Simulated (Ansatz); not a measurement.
A nudged elastic band was laid between two geometries of H2O + H5NSi (10 atoms, charge 0, multiplicity 1).

Computed with RKS PBE-D4/6-31G* (Ansatz).

```json
{
  "movable images": "5",
  "climbing image": "yes",
  "spring": "5.0 eV/Å²",
  "optimiser": "quadratic models (default)",
  "start path": "through a guess of the saddle point",
  "force threshold": "0.5 eV/Å",
  "iteration limit": "60",
  "end points": "relaxed"
}
```

First end point:

```xyz
10
Properties=species:S:1:pos:R:3
Si 0.362 -0.073 -0.146
H 0.517 0.018 1.340
H 1.734 -0.304 -0.729
H -0.188 1.186 -0.725
N -0.809 -1.364 -0.476
H -0.539 -2.298 -0.157
H -1.110 -1.431 -1.452
O -2.774 0.145 1.009
H -2.278 -0.537 0.485
H -2.561 -0.102 1.930
```

Last end point:

```xyz
10
Properties=species:S:1:pos:R:3
Si -0.331 0.156 -0.662
H -1.303 -1.224 3.092
H 1.062 0.528 -0.254
H -0.645 0.692 -2.033
N -0.658 -1.540 -0.809
H -0.324 -2.217 -0.124
H -0.761 -1.954 -1.734
O -1.245 0.861 0.561
H -2.194 0.638 0.490
H -1.247 -0.700 2.553
```

What changes between the two ends?

Bonds broken: Si1–H2, O8–H10. Bonds formed: Si1–O8, H2–H10. H2O + H5NSi becomes H2 + H5NOSi.

Give the energies along the band, and the barrier.

The forces met the threshold. The highest image is number 2 of 0 to 6, 1.46 eV above the first end and 2.13 eV above the last; the last end lies 0.67 eV below the first. The threshold of 0.5 eV/Å is loose, so the images may lie well off the minimum-energy path. Beside the main top the profile has a ripple of under 15 meV (maxima at images 2, 4), which may be a very shallow well or noise. Neighbouring images differ by up to 2.0 eV, so the band resolves the path poorly. The order of the stationary point at the top wasn't checked. The orbitals stay closed-shell, which can raise the energy where a bond breaks towards radicals; this wasn't checked here.

```
image  path coordinate (Å)  energy (eV)  Si1–H2 (Å)  O8–H10 (Å)  Si1–O8 (Å)
    0                 0.00         0.00        1.50        0.98        3.35
    1                 2.01         0.26        1.51        0.98        2.66
    2                 4.03         1.46        1.76        1.28        1.99
    3                 5.74        -0.50        3.08        2.18        1.69
    4                 7.45        -0.49        3.61        2.27        1.68
    5                 9.17        -0.66        3.91        2.52        1.68
    6                10.88        -0.67        4.12        2.53        1.68
```

What is the geometry of the highest image?


```xyz
10
Properties=species:S:1:pos:R:3
Si -0.316 -0.045 -0.098
H 0.028 0.290 1.597
H 1.178 -0.306 -0.173
H -0.524 1.320 -0.658
N -0.796 -1.500 -0.910
H -1.736 -1.845 -1.087
H -0.077 -2.159 -1.194
O -2.028 0.070 0.910
H -2.412 -0.815 1.090
H -0.963 0.229 1.601
```

Run time: 2.5 min on 1 thread of Arm Neoverse V1 (shared host), peak memory 0.12 GiB.
